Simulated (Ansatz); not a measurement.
Worked example: correlation energy of HAsSi, triplet

Geometry: a PBE0/def2-TZVP stationary point for this spin, not checked as a minimum. The singlet lies 1.1 eV lower here.

```xyz
3

Si    0.0000    0.0280    1.7362
As    0.0000   -0.0305   -0.6393
H     0.0000    1.4877   -0.8606
```

Basis cc-pVDZ; Ansatz 0.2.0. Only valence electrons are correlated (noble-gas cores and the filled d shells of p-block atoms frozen), which leaves 10 electrons in 31 orbitals. R marks a restricted (for open shells ROHF) determinant, U an unrestricted one. No spin–orbit coupling is included, and no scalar relativity.

Full CI isn't at hand for all of this; UCCSDT(Q) serves as the reference, and is uncertain by the last step of the cluster series or more.

UCCSD has a T1 diagnostic of 0.024 and a largest doubles amplitude of 0.07.

Runs differ by some tens of microhartree through their thresholds and, for an open shell, their frozen cores, so steps under 0.03 kcal/mol mean nothing.

```csv
level,total energy (hartree)
UHF,-2523.614224
UMP2,-2523.760872
UCCSD,-2523.797895
UCCSD(T),-2523.803935
UCCSDT,-2523.805286
UCCSDT(Q),-2523.805675
```

Problem. What is the correlation energy at UCCSDT(Q), and what share of it do UMP2 and UCCSDT recover?

Solution. E(corr) = -2523.805675 − (-2523.614224) = -0.191451 hartree = -5.210 eV. UMP2: -0.146648 / -0.191451 = 76.60 %. UCCSDT: -0.191062 / -0.191451 = 99.80 %.

Problem. By how many kcal/mol does UCCSD(T) miss UCCSDT(Q) (1 hartree = 627.509 kcal/mol), and which steps make up the rest?

Solution. -2523.803935 − (-2523.805675) = 0.001740 hartree = 1.09 kcal/mol. Steps: UCCSDT − UCCSD(T) = -0.85, UCCSDT(Q) − UCCSDT = -0.24 kcal/mol. Differences between like states or geometries often cancel part of this.
